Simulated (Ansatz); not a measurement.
**CF⁺, triplet: the ladder up to full CI**

Geometry: a point of a stretch scan, not a stationary point.

```csv
atom,x (Å),y (Å),z (Å)
C,0.0000,0.0000,0.0000
F,0.0000,0.0000,1.8840
```

Basis 6-31G; Ansatz 0.2.0. Correlated methods freeze the noble-gas cores, which leaves 10 electrons in 16 orbitals. Prefix R: restricted or restricted open-shell reference; prefix U: unrestricted. Active spaces: pair = (4e, 4o) about the gap; valence = (10e, 8o) chosen from the atoms' valence shells.

Full CI is exact within this basis and frozen core; it isn't the basis-set limit. The frozen core follows each run's orbitals, which can shift R against U totals by a few meV.

For open shells CISD and CISDTQ are restricted-active-space CI with the open shells as a complete middle space. The determinant fills πx and πy unequally, so it is a mixture of Σ and Δ, which weighs on every level built on one determinant.

```
UHF ⟨S²⟩                          : 2.014
T1 diagnostic (RCCSD)             : 0.0180
largest doubles amplitude (RCCSD) : 0.092
T1 diagnostic (UCCSD)             : 0.0175
```

```tsv
level	E − E(full CI) (kJ/mol)	share of correlation (%)	wall time
RHF	387.7	0.00	–
UHF	383.3	1.14	–
RMP2	85.3	78.00	–
UMP2	84.3	78.27	–
CISD	30.0	92.27	0.84 s
RCCSD	13.4	96.55	–
UCCSD	13.4	96.55	–
RCCSD(T)	7.1	98.16	1.2 s
UCCSD(T)	7.1	98.16	1.2 s
BCCD(T)	7.0	98.19	1.3 s
RCCSDT	2.6	99.32	–
UCCSDT	2.6	99.33	–
CISDTQ	4.2	98.93	6.5 s
RCCSDT(Q)	0.9	99.77	10 s
UCCSDT(Q)	0.7	99.81	9.5 s
RCCSDTQ*	0.1	99.98	2.1 min
UCCSDTQ*	0.0	99.99	2.2 min
```

An asterisk marks runs whose energy the program itself flagged as in doubt.

The correlation energy at full CI, counted from RHF, is -4.019 eV. That run took 72 s on 1 thread of Arm Neoverse V1, shared host over 4,777,056 determinants.

Run but not shown, since their state, orbitals or frozen core can't be matched to the reference's or they repeat it: CASSCF (pair space), NEVPT2 (pair space), CASSCF (valence space), NEVPT2 (valence space), MRCISD (valence space), MRCISD+Q (valence space).

Times hold each run's SCF and search for its determinant on a shared host, so for small cases they say little of a method's own cost; they ran on 1 thread of Arm Neoverse V1.

The full-CI state has the irrep A1 of C2v, in the program's axes (one component, if the state is degenerate).

Natural occupations of full CI about the gap: 1.992 1.965 1.901 1.494 1.494 0.520 0.520 0.067 0.010 0.010; effectively unpaired electrons, Σ n²(2−n)², 2.38. No single determinant describes this state well, so single-reference rows can miss without a flag.
